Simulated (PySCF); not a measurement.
How good is the calculation?

Molfile (atoms numbered from 1):
```
C2H3F3
     RDKit          3D

  8  7  0  0  0  0  0  0  0  0999 V2000
    0.8091   -0.0382   -0.0787 C   0  0  0  0  0  0  0  0  0  0  0  0
   -0.6904    0.0351    0.0619 C   0  0  0  0  0  0  0  0  0  0  0  0
   -1.3243   -0.2380   -1.0891 F   0  0  0  0  0  0  0  0  0  0  0  0
   -1.1609   -0.8343    0.9696 F   0  0  0  0  0  0  0  0  0  0  0  0
   -1.1092    1.2508    0.4464 F   0  0  0  0  0  0  0  0  0  0  0  0
    1.2666    0.1864    0.8812 H   0  0  0  0  0  0  0  0  0  0  0  0
    1.1311    0.6878   -0.8207 H   0  0  0  0  0  0  0  0  0  0  0  0
    1.0870   -1.0402   -0.3952 H   0  0  0  0  0  0  0  0  0  0  0  0
  1  2  1  0
  2  3  1  0
  2  4  1  0
  2  5  1  0
  1  6  1  0
  1  7  1  0
  1  8  1  0
M  END
```

Measured values that the calculation should reproduce: σ ¹⁹F F3/F4/F5 258.3 ppm (measured; gas, 300 K; M. E. Harding, PhD thesis, Mainz 2008 (Harding, Lenhart, Auer, Gauss, JCP 2008, 128, 244111)).
δ ¹⁹F F3/F4/F5 -61.1 ppm (measured; G. Saielli, R. Bini, A. Bagno, Computational 19F NMR. 2. Organic compounds, RSC Adv. 2014, ESI (exp. from Berger-Braun-Kalinowski 1994 and Everett 1995)). Coupling constants: ¹J(C2,F3) -273.0 Hz, ²J(C1,F3) 31.5 Hz, ³J(F3,H6) 12.9 Hz.

PySCF 2.14 calculation with GIAO PBE0/pcSseg-1 shieldings, GFN2-xTB geometry and couplings computed with B3LYP/pcJ-1; fast rotation and ring inversion assumed for equivalent nuclei, isolated molecule, a single conformation, relativity neglected.

Problem. Set the calculated values beside the experiment.

Solution. 
Reference values: measured (gas, 300 K; M. E. Harding, PhD thesis, Mainz 2008 (Harding, Lenhart, Auer, Gauss, JCP 2008, 128, 244111)).
```csv
atoms,quantity,reference,computed
F3/F4/F5,σ ¹⁹F,258.3,249.7
```

Reference values: measured (G. Saielli, R. Bini, A. Bagno, Computational 19F NMR. 2. Organic compounds, RSC Adv. 2014, ESI (exp. from Berger-Braun-Kalinowski 1994 and Everett 1995)).
```json
{"atoms": "F3/F4/F5", "quantity": "δ ¹⁹F vs CFCl3", "reference": "-61.1", "computed": "-78.8", "computed, scaled": "-64.7"}
```

Absolute shieldings are compared as such; zero-point and thermal motion, absent here, lowers them by some tenths of a ppm for H, a few ppm for C and up to about 10 ppm for F.

Computed shifts are σ(ref) − σ with the named reference compound (TMS for H and C) calculated as an isolated molecule at the same level. The measured values may be among those fitted. Shieldings were converted by a linear fit to measured shifts: ¹⁹F (scatter 6.0 ppm rms, 7.0 ppm with the 5 outliers that the fit left out vs CFCl3, solution or neat liquid, with a term for F on sp3 carbon). A few per cent of atoms miss by over 2 rms, more outside the fitted compound classes.

Coupling constants in Hz:
```tsv
coupling	reference	computed	source
¹J(C2,F3)	-273.0	-342.3	measured; solution; Gryff-Keller and Szczecinski, RSC Adv. 2016, 6, 82783
²J(C1,F3)	31.5	32.0	measured; solution; Gryff-Keller and Szczecinski, RSC Adv. 2016, 6, 82783
³J(F3,H6)	12.9	11.2	measured; solution; Gryff-Keller and Szczecinski, RSC Adv. 2016, 6, 82783
```

5 of the 10 published NMR values on file for this molecule are compared. The rest: values from further sources, other calculations.
